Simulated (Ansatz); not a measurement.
A nudged elastic band was laid between two geometries of CH6Si + FH (10 atoms, charge 0, multiplicity 1).

Method: RKS PBE-D4/def2-SVPD (Ansatz 0.2.0).

- movable images: 9
- climbing image: yes
- spring: 5.0 eV/Å²
- optimiser: quadratic models (default)
- start path: through a guess of the saddle point
- force threshold: 0.05 eV/Å
- iteration limit: 60
- end points: relaxed

Image 0:

```xyz
10
Properties=species:S:1:pos:R:3
Si 0.257 -0.123 0.232
C 0.308 -0.218 2.113
H -0.647 -0.609 2.513
H 1.124 -0.887 2.450
H 0.478 0.782 2.556
H 1.504 0.482 -0.344
H -0.881 0.778 -0.217
H 0.012 -1.464 -0.396
F -2.952 0.925 1.239
H -2.192 0.887 0.678
```

Image 10:

```xyz
10
Properties=species:S:1:pos:R:3
Si -0.457 0.307 -0.754
C -0.089 -0.211 2.894
H -0.174 -0.402 3.978
H 0.196 -1.148 2.381
H 0.683 0.560 2.716
H 0.621 1.152 -0.149
H -0.596 0.576 -2.221
H -0.221 -1.149 -0.493
F -1.893 0.724 -0.033
H -1.060 0.143 2.504
```

**Question.** What changes between the two ends?

**Answer.** Bonds broken: Si1–C2, F9–H10. Bonds formed: Si1–F9, C2–H10. CH6Si + FH becomes CH4 + FH3Si.

**Question.** What energy profile does the band end with?

**Answer.** The forces met the threshold. The highest image is number 5 of 0 to 10, 1.47 eV above the first end and 2.41 eV above the last; the last end lies 0.94 eV below the first. Neighbouring images differ by up to 1.4 eV, so the band resolves the path poorly. A vibrational analysis at the climbing image gives one clearly imaginary mode, 797i cm⁻¹: a first-order saddle point. The orbitals stay closed-shell, which can raise the energy where a bond breaks towards radicals; this wasn't checked here.

```json
{"image": "0", "path coordinate (Å)": "0.00", "energy (eV)": "0.00", "Si1–C2 (Å)": "1.88", "F9–H10 (Å)": "0.95", "Si1–F9 (Å)": "3.52"}
{"image": "1", "path coordinate (Å)": "0.80", "energy (eV)": "0.01", "Si1–C2 (Å)": "1.88", "F9–H10 (Å)": "0.95", "Si1–F9 (Å)": "3.37"}
{"image": "2", "path coordinate (Å)": "1.60", "energy (eV)": "0.11", "Si1–C2 (Å)": "1.89", "F9–H10 (Å)": "0.94", "Si1–F9 (Å)": "3.47"}
{"image": "3", "path coordinate (Å)": "2.40", "energy (eV)": "0.16", "Si1–C2 (Å)": "1.91", "F9–H10 (Å)": "0.94", "Si1–F9 (Å)": "3.25"}
{"image": "4", "path coordinate (Å)": "3.20", "energy (eV)": "0.46", "Si1–C2 (Å)": "1.96", "F9–H10 (Å)": "0.97", "Si1–F9 (Å)": "2.58"}
{"image": "5", "path coordinate (Å)": "4.00", "energy (eV)": "1.47", "Si1–C2 (Å)": "2.17", "F9–H10 (Å)": "1.27", "Si1–F9 (Å)": "2.01"}
{"image": "6", "path coordinate (Å)": "4.97", "energy (eV)": "0.11", "Si1–C2 (Å)": "2.80", "F9–H10 (Å)": "1.72", "Si1–F9 (Å)": "1.71"}
{"image": "7", "path coordinate (Å)": "5.95", "energy (eV)": "-0.77", "Si1–C2 (Å)": "3.38", "F9–H10 (Å)": "2.05", "Si1–F9 (Å)": "1.67"}
{"image": "8", "path coordinate (Å)": "6.92", "energy (eV)": "-0.92", "Si1–C2 (Å)": "3.92", "F9–H10 (Å)": "2.56", "Si1–F9 (Å)": "1.66"}
{"image": "9", "path coordinate (Å)": "7.90", "energy (eV)": "-0.93", "Si1–C2 (Å)": "3.86", "F9–H10 (Å)": "2.65", "Si1–F9 (Å)": "1.66"}
{"image": "10", "path coordinate (Å)": "8.87", "energy (eV)": "-0.94", "Si1–C2 (Å)": "3.70", "F9–H10 (Å)": "2.73", "Si1–F9 (Å)": "1.66"}
```

**Question.** What is the geometry of the highest image?

**Answer.** 
```xyz
10
Properties=species:S:1:pos:R:3
Si -0.212 0.127 0.026
C -0.057 0.003 2.183
H -0.748 -0.097 3.053
H 0.619 -0.868 2.219
H 0.494 0.948 2.330
H 1.302 0.230 0.064
H -0.628 1.437 -0.564
H -0.448 -1.142 -0.729
F -2.109 -0.047 0.679
H -1.203 -0.038 1.563
```

The band took 19 iterations and about 11 core-minutes.

The run took 2.9 min on 4 threads of Arm Neoverse V1, with other jobs on the host, peak memory 0.15 GiB.
